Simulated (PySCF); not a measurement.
## Orbital picture of CH⁺

RHF at R = 1.148 Å; basis H def2-SVP, C def2-SVP; no relativity; PySCF 2.14. State: ¹Σ⁺ (singlet), closed shell. Only the outer orbitals are listed, counted within each symmetry.

```tsv
orbital	occ.	ε (eV)	on H (%)	main shells (%)
2σ	2	-33.59	24	68 C s, 22 H s
3σ	2	-23.71	14	60 C p, 25 C s, 14 H s
1π	0	-9.04	1	99 C p
1π	0	-9.04	1	99 C p
```

Task: Which are the highest filled and the lowest empty level, where do they sit, and how wide is the gap?

Result: Highest filled 3σ at -23.71 eV (in %: 60 C p, 25 C s, 14 H s); lowest empty 1π at -9.04 eV (in %: 99 C p); the gap at RHF is 14.67 eV.

The bond order (Mayer) is 0.91, the ⟨S²⟩ is 0.000 and the charge on H (Mulliken, basis-dependent) is 0.24. The charge on H (Löwdin, basis-dependent) is 0.11, the dipole moment (positive dipole points towards C; it is taken about the centre of mass and depends on that origin) is -2.04 D and the polarisability along the bond is 7.9 bohr³. The polarisability across the bond is 6.9 bohr³.
